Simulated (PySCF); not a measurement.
SiCl₄, SMILES Cl[Si](Cl)(Cl)Cl.

Coordinates come from a ωB97X-D3(BJ)/def2-SVP optimisation. The isomer is the one that the SMILES or the coordinates give; other isomers of the formula were not compared.

The numbers are results of PySCF with PBE0/def2-TZVP, not measurements.

Symmetry labels are those of the subgroup D2 that the program uses (full group Td).

Question: List the valence orbital energies around the gap with their symmetry. (Estimate from the structure and the level; the computed values follow.)

Answer: 
```json
[
 {"orbital": "HOMO−7", "symmetry": "A", "energy (eV)": "-10.67"},
 {"orbital": "HOMO−6", "symmetry": "A", "energy (eV)": "-10.67"},
 {"orbital": "HOMO−5", "symmetry": "B1", "energy (eV)": "-10.35"},
 {"orbital": "HOMO−4", "symmetry": "B2", "energy (eV)": "-10.35"},
 {"orbital": "HOMO−3", "symmetry": "B3", "energy (eV)": "-10.35"},
 {"orbital": "HOMO−2", "symmetry": "B1", "energy (eV)": "-9.55"},
 {"orbital": "HOMO−1", "symmetry": "B2", "energy (eV)": "-9.55"},
 {"orbital": "HOMO", "symmetry": "B3", "energy (eV)": "-9.55"},
 {"orbital": "LUMO", "symmetry": "A", "energy (eV)": "-0.68"},
 {"orbital": "LUMO+1", "symmetry": "B2", "energy (eV)": "0.56"},
 {"orbital": "LUMO+2", "symmetry": "B3", "energy (eV)": "0.56"},
 {"orbital": "LUMO+3", "symmetry": "B1", "energy (eV)": "0.56"}
]
```
